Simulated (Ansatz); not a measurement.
HN–CH, quartet: vertical spin and charge gaps

Geometry (PBE0/def2-TZVP stationary point for this spin, not checked as a minimum):

```xyz
4

N    -0.0301   -0.1308    0.6612
C     0.1162    0.1026   -0.7459
H    -0.2826    0.7427    1.1410
H    -0.6838   -0.1484   -1.4423
```

Basis cc-pVDZ; Ansatz 0.2.0. Correlated methods freeze the noble-gas cores. Prefix R: restricted or restricted open-shell reference; prefix U: unrestricted. Active spaces: valence = (11e, 10o) chosen from the atoms' valence shells.

Gaps are energies of the second state less the first, at fixed atoms, for a selection of the levels run; each method lands on the state that its own search finds for that charge and spin.

For open shells CISD is restricted-active-space CI with the open shells as a complete middle space.

Removing an electron, to the quintet: 11.717 eV at UCCSDT(Q).

```tsv
level	gap (eV)	error (meV)
RHF	10.342	-1375
UMP2	11.691	-26
RCCSDT	11.712	-5
UCCSDT	11.712	-5
RCCSDT(Q)	11.718	1
NEVPT2 (valence space)	11.558	-159
PBE	12.236	519
wB97M-V	12.119	402
B2PLYP	12.038	321
RPA-PBE	12.061	344
```

Question: PBE gives 8.979 eV for sextet less quartet. Estimate what UCCSDT(Q) gives in cc-pVDZ.

Answer: UCCSDT(Q) in cc-pVDZ gives 8.804 eV, so against it PBE is off by 0.175 eV.

```csv
level,gap (eV),error (meV)
RHF,7.767,-1037
UHF,7.758,-1046
RMP2,8.797,-7
UMP2,8.802,-2
CISD,8.625,-179
RCCSD,8.764,-40
UCCSD,8.764,-40
RCCSD(T),8.801,-3
UCCSD(T),8.800,-4
BCCD(T),8.800,-4
RCCSDT,8.800,-4
UCCSDT,8.800,-4
RCCSDT(Q),8.804,0
CASSCF (valence space),8.559,-245
NEVPT2 (valence space),8.844,40
MRCISD (valence space),8.794,-10
MRCISD+Q (valence space),8.813,9
SPW92,9.155,351
r2SCAN,8.836,32
PBE0,8.879,75
B3LYP,9.075,271
wB97M-V,9.082,278
B2PLYP,9.017,213
RPA-PBE,9.048,244
```

In so small a basis the reference is far from its limit while semilocal and hybrid functionals are nearer theirs (RPA and double hybrids share much of the reference's basis error), so the functionals' errors here hold much of the reference's basis and frozen-core error, which can add to them or hide them.

Full CI isn't at hand for all of this; UCCSDT(Q) serves as the reference, and is uncertain by about the last step of the cluster series. The frozen core follows each run's orbitals, which can shift R against U totals by a few meV.
